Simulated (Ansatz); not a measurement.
**One shape, several levels: triplet [NO2]−**

Aim: a comparison of 6 runs (UB2PLYP/STO-3G, UCAM-B3LYP/STO-3G, RPA@PBE/STO-3G, UBCCD(T)/STO-3G, UCCSDT(Q)/STO-3G, UCCSDT/STO-3G) of triplet [NO2]−. 

The results are computed with Ansatz 0.2.0.

13 further runs of the same task are left out: 11 that didn't finish, 2 set aside as unsound or not needed.

### 1 Starting point

The species is [NO2]− (3 atoms), meant as a triplet with charge -1. SMILES of the parent species: `O=N[O-]`. The shape is that of a PBE0-D4/def2-TZVPD optimisation. That shape belongs to the parent species and isn't relaxed for this state.

Bond lengths: O1–N2 1.245 Å, N2–O3 1.245 Å. Angles: O1–N2–O3 116.8°.

### 2 A single-point energy at UB2PLYP/STO-3G (run 1)

molecule.yaml

```yaml
crystal:
  periodic: [false, false, false]
  atoms:
    - {symbol: O, position_ang: [0.322840, 0.992650, 0.287620]}
    - {symbol: N, position_ang: [0.325750, -0.245400, 0.151990]}
    - {symbol: O, position_ang: [-0.648590, -0.747260, -0.439610]}
basis:
  gaussian: {orbitals: STO-3G}
total_charge: -1
magnetization: {spin_polarized: true, initial_magnetization: 2}
hamiltonian: {xc: {name: B2PLYP}}
correlation: {frozen_orbitals: {"N": 1, O: 1}}
accuracy: high
```

On the command line:

```bash
$ ansatz run molecule.yaml --threads 1 --pin off --max-ram 3480MiB --events-out events.jsonl --progress --plain --runs-dir runs
```

The log of the run:

```text
Warning: RAYON_NUM_THREADS=1 ignored (pool sized by the plan → 1); use --threads N
Functional definition: B2PLYP
  name "B2PLYP"
  parameter a = 0.53
  parameter c = 0.27
  exchange = (1 - a)*b88_x + a*exact_x
  correlation = (1 - c)*lyp_c + c*(mp2_os + mp2_ss)
252 factors; integrals over basis functions are off by at most 3.8e-8 eV
mean field evaluation 1: about -5488.7421 eV, gradient 1.4e1 eV
mean field evaluation 2: about -5488.8281 eV, gradient 1.4e1 eV
mean field evaluation 4: about -5489.8857 eV, gradient 8.8e-1 eV
mean field evaluation 8: about -5489.8923 eV, gradient 5.1e-2 eV
mean field evaluation 16: about -5489.8923 eV, gradient 1.0e-4 eV
mean field evaluation 32: about -5489.8430 eV, gradient 9.8e-1 eV
mean field -5489.89229802 eV, -201.7498207695 hartree, gradient 5.4e-8 eV, S^2 2.008605; 4 other end points of the search recorded, 0 dependent functions left out
3 core orbitals not correlated: weight in the atoms' cores, before any rotation towards them, 1.000 or more for the frozen orbitals, at most 0.000 for the correlated occupied ones
reference -5489.89230812 eV, -201.7498211406 hartree; 10, 8 occupied and 2, 4 virtual orbitals, 252 factors
second order -4.19675822 eV of doubles, -0.00000000 eV of singles
Total energy: -5491.02543284 eV, -201.7914627060 hartree
```

Run time: 1.8 s. Hardware: 1 thread of Arm Neoverse V1, shared host; peak memory 0.11 GiB.

### 3 A single-point energy at UCAM-B3LYP/STO-3G (run 2)

input.yaml

```yaml
crystal:
  periodic: [false, false, false]
  atoms:
    - symbol: O
      position_ang: [0.322840, 0.992650, 0.287620]
    - symbol: "N"
      position_ang: [0.325750, -0.245400, 0.151990]
    - symbol: O
      position_ang: [-0.648590, -0.747260, -0.439610]
basis:
  gaussian: {orbitals: STO-3G}
total_charge: -1
magnetization: {spin_polarized: true, initial_magnetization: 2}
hamiltonian: {xc: {name: CAM-B3LYP}}
accuracy: high
```

On the command line:

```bash
$ ansatz run input.yaml --threads 1 --pin off --max-ram 3480MiB --events-out events.jsonl --progress --plain --runs-dir runs
```

The log of the run:

```text
Warning: RAYON_NUM_THREADS=1 ignored (pool sized by the plan → 1); use --threads N
Functional definition: CAM-B3LYP
  name "CAM-B3LYP"
  parameter alpha = 0.19
  parameter beta = 0.46
  parameter omega = 0.33/bohr
  parameter ac = 0.81
  exchange = (1 - alpha - beta)*b88_x + beta*b88_x_sr(omega) + alpha*exact_x + beta*exact_x_lr(omega)
  correlation = (1 - ac)*vwn5_c + ac*lyp_c
252 factors; integrals over basis functions are off by at most 3.8e-8 eV
125 factors; integrals over basis functions are off by at most 5.5e-10 eV
mean field evaluation 1: about -5494.9945 eV, gradient 1.3e1 eV
mean field evaluation 2: about -5495.4263 eV, gradient 1.1e1 eV
mean field evaluation 4: about -5496.0401 eV, gradient 1.2e-1 eV
mean field evaluation 8: about -5496.0587 eV, gradient 2.0e-3 eV
mean field evaluation 16: about -5496.0587 eV, gradient 7.0e-7 eV
mean field -5496.05874585 eV, -201.9764335476 hartree, gradient 2.8e-8 eV, S^2 2.004186; 3 other end points of the search recorded, 0 dependent functions left out
reference -5496.05875344 eV, -201.9764338266 hartree; 13, 11 occupied and 2, 4 virtual orbitals, 252 factors
Total energy: -5496.05875344 eV, -201.9764338266 hartree
```

It took 1.6 s on 1 thread of Arm Neoverse V1, shared host; peak memory 0.11 GiB.

Runs 3 to 5 aren't shown in full; the table further down has their settings and results.

### 4 A single-point energy at UCCSDT/STO-3G (run 6)

job.yaml

```yaml
crystal:
  periodic: [false, false, false]
  atoms:
    - symbol: O
      position_ang: [0.322840, 0.992650, 0.287620]
    - symbol: "N"
      position_ang: [0.325750, -0.245400, 0.151990]
    - symbol: O
      position_ang: [-0.648590, -0.747260, -0.439610]
basis:
  gaussian:
    orbitals: STO-3G
total_charge: -1
magnetization:
  spin_polarized: true
  initial_magnetization: 2
correlation:
  method: ccsdt
  frozen_orbitals: {"N": 1, O: 1}
accuracy: high
scf:
  omitted_lower_state_checks: [cluster_reference, increment]
```

On the command line:

```bash
$ ansatz run job.yaml --threads 1 --pin off --max-ram 3480MiB --events-out events.jsonl --progress --plain --runs-dir runs
```

The log of the run:

```text
Warning: RAYON_NUM_THREADS=1 ignored (pool sized by the plan → 1); use --threads N
[... 16 lines left out ...]
3 core orbitals not correlated: weight in the atoms' cores, before any rotation towards them, 1.000 or more for the frozen orbitals, at most 0.000 for the correlated occupied ones
[... 38 lines left out ...]
Total energy: -5476.19632570 eV, -201.2465030703 hartree
Checks for a lower state left out: cluster_reference, increment
```

Wall time 0.87 s (1 thread of Arm Neoverse V1, shared host).

### 5 Overview of the runs

```
run              level  frozen core orbitals  energy (Eh)   ⟨S²⟩  wall time
  1     UB2PLYP/STO-3G                     3  -201.791463  2.009      1.8 s
  2  UCAM-B3LYP/STO-3G                     –  -201.976434  2.004      1.6 s
  3     RPA@PBE/STO-3G                     3  -201.327986  2.001      1.4 s
  4    UBCCD(T)/STO-3G                     3  -201.244284  2.006     0.61 s
  5   UCCSDT(Q)/STO-3G                     3  -201.246990  2.006      1.5 s
  6      UCCSDT/STO-3G                     3  -201.246503  2.006     0.87 s
```

### 6 Results

| quantity | value |
| --- | --- |
| run 6: total energy | -201.24650 Eh |
| run 6: correlation energy (3 core orbitals frozen) | -128.0 mEh |
| run 6: ⟨S²⟩ of the reference determinant | 2.006 |
| run 6: T1 diagnostic | 0.094 |

What this shows: Totals of different functionals can't be ranked against each other. In runs 1, 2, 3, 4, 5, 6 the basis is minimal, so the values are rough. All runs together took 7.8 s, the longest 1.8 s.
